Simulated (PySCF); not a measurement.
# Phosphorus: a sound run and one with changed settings

Sound run: P [Ne] 3s2 3p3, P+ [Ne] 3s2 3p2. Calculation: PySCF 2.14, in def2-TZVP (5s5p2d1f, 37 functions); no relativity, point nucleus. The sound run starts from symmetry-adapted Hartree-Fock orbitals and uses a fine grid where one is needed.

Changed run: initial guess minao, at most 5 SCF cycles. This setting is unsound on purpose.

| species | method | sound run (hartree) | changed run (hartree) | converged |
| --- | --- | --- | --- | --- |
| P | UHF | -340.70986 | -340.70986 | no |
| P | LDA | -339.98936 | -339.98936 | no |
| P | PBE0 | -341.13506 | -341.13506 | no |
| P+ | UHF | -340.34566 | -340.34566 | no |
| P+ | LDA | -339.60075 | -339.60075 | no |
| P+ | PBE0 | -340.74812 | -340.74812 | no |

The SCF was stopped early; the energies are upper bounds that still move, and correlated levels were skipped or rest on poor orbitals.
